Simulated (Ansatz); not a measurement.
This Ansatz (a quantum-chemistry and plane-wave program) input (PBE0/cc-pV(T+d)Z) gives -437.95462 Eh with 111 basis functions. A basis named .json is the Basis Set Exchange file of that set (core-valence sets with the plain set on hydrogen).

Ansatz 0.2 input:
```yaml
crystal:
  periodic: [false, false, false]
  atoms:
    - {symbol: C, position_ang: [-0.02414292, 1.12315603, 0.01877293]}
    - {symbol: S, position_ang: [0.01525850, -0.70984264, -0.01186463]}
    - {symbol: H, position_ang: [-1.05021111, 1.51794223, 0.00835545]}
    - {symbol: H, position_ang: [0.46073541, 1.53526110, 0.91534586]}
    - {symbol: H, position_ang: [0.49019726, 1.56534275, -0.84650488]}
basis:
  gaussian:
    orbitals: cc-pV_T+d_Z.json
    final_grid: {core_spheres: 10, valence_spheres: 9, degree: 29}
hamiltonian:
  xc: {name: PBE0}
total_charge: -1
magnetization: {spin_polarized: false}
```

Change:
```diff
- final_grid: {core_spheres: 10, valence_spheres: 9, degree: 29}
+ fitting: {mean_field: cc-pVQZ-JKFIT.json}
```

Q: What does the run give now?

A: -437.95464 Eh (PBE0/cc-pV(T+d)Z, 111 functions), a change of -0.02 mEh.
